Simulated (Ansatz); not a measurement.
Al: from a first guess to the relaxed fcc type

First guess:

```yaml
crystal:
  lattice:
    - [0.00000, 1.87048, 1.87048]
    - [1.87048, 0.00000, 1.87048]
    - [1.87048, 1.87048, 0.00000]
  atoms:
    - { symbol: Al, position: [0.00000, 0.00000, 0.00000] }
```

Level of theory: DFT, PBE, PAW with Ansatz's default frozen-core files, scalar-relativistic (Ansatz 0.2.0).

Cell and atoms relax within the symmetry of the start on a 17×17×17 k mesh with 0.05 eV Fermi–Dirac smearing.

The start is built from a prototype, known or not as a phase of this compound; the cutoff is 420 eV.

Q: What is the pressure of the first guess?

A: 30.3 GPa.

Q: What does it relax to?

A: a = 4.040 Å, b = 4.040 Å, c = 4.040 Å, α = 90.00°, β = 90.00°, γ = 90.00° (conventional cell), 16.49 Å³ per atom:
```xyz
1
Lattice="0.0000 2.0200 2.0200 2.0200 0.0000 2.0200 2.0200 2.0200 0.0000" Properties=species:S:1:pos:R:3 pbc="T T T"
Al    0.0000    0.0000    0.0000
```

Q: How much energy does the relaxation release?

A: 261 meV/atom.
